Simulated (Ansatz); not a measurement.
`C12C3C1C1C2C31`, relaxed with RKS PBE-D4/def2-SVP in the Gaussian-basis code of Ansatz from a rough embedded geometry. The force threshold is 0.03 eV/Å; the program also tests the step.

The species carries charge 0 and has multiplicity 1.

Start:

```xyz
12

C     1.112   -0.099   -0.260
C     0.288    1.094   -0.142
C     0.497    0.151    0.987
C    -0.794   -0.540    0.644
C    -0.117   -0.885   -0.718
C    -0.954    0.334   -0.546
H     2.119   -0.201   -0.528
H     0.568    2.128   -0.222
H     0.952    0.337    1.965
H    -1.487   -1.160    1.156
H    -0.314   -1.749   -1.329
H    -1.870    0.591   -1.007
```

Q: How much energy does the relaxation release, and in how many steps? (Estimate.)

A: Ansatz gave: 57.50 kJ/mol, in 5 steps.

Q: Which bonds change most? (An estimate is asked.)

A: Ansatz gave: C1–C3 from 1.413 to 1.525 Å; C1–C2 from 1.455 to 1.525 Å; C3–C4 from 1.505 to 1.559 Å; C1–H7 from 1.047 to 1.099 Å.

Q: Give the relaxed structure. (Best estimate.)

A: Computed: 
```xyz
12

C     1.130   -0.128   -0.297
C     0.290    1.132   -0.125
C     0.492    0.185    1.052
C    -0.783   -0.608    0.632
C    -0.145   -0.921   -0.716
C    -0.985    0.339   -0.545
H     2.192   -0.230   -0.563
H     0.579    2.187   -0.233
H     0.968    0.370    2.025
H    -1.525   -1.182    1.205
H    -0.301   -1.781   -1.382
H    -1.913    0.637   -1.053
```
